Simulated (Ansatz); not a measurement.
**Scan of HB–AlH, triplet**

Starting geometry (PBE0/def2-TZVP stationary point for this spin, not checked as a minimum):

```xyz
4

B     0.0000    0.0000    1.0513
Al    0.0000    0.0000   -0.8575
H     0.0000    0.0000    2.2344
H     0.0000    0.0000   -2.4283
```

From there all distances are scaled together; atoms are numbered as listed. Energies are in eV, counted from the starting geometry at the same level.

Basis 6-31G; Ansatz 0.2.0. Correlated methods freeze the noble-gas cores. R marks a restricted (for open shells ROHF) determinant.

Coupled cluster chose its determinant by trial CCSD, here up to 0.76 eV above the lowest Hartree–Fock solution of its kind. The reference follows the lowest state, whose symmetry changes along the scan.

Full CI is exact within this basis and frozen core; it isn't the basis-set limit.

```
scale of all distances  RCCSD(T)
                 0.885     1.634
                 1.000     0.000
                 1.122     0.514
                 1.320     3.028
                 1.487    4.178*
                 1.759     5.556
                 1.981     6.153
                 2.403     6.781
```

An asterisk marks runs whose energy the program itself flagged as in doubt.

**Question.** Estimate the full CI curve in 6-31G from this one, knowing how RCCSD(T) errs.

**Answer.** The computed full CI values, in eV from the starting point, and the error of RCCSD(T) against them:
```
scale of all distances  full CI  RCCSD(T) less full CI
                 0.885    1.643                 -0.009
                 1.000    0.000                  0.000
                 1.122    0.496                  0.018
                 1.320    2.950                  0.077
                 1.487    4.072                  0.106
                 1.759    5.493                  0.064
                 1.981    6.150                  0.004
                 2.403    6.818                 -0.037
```

Full CI's occupations show more than one leading determinant at 2.403.

The error spans 0.143 eV and is largest, 0.106 eV, at 1.487.
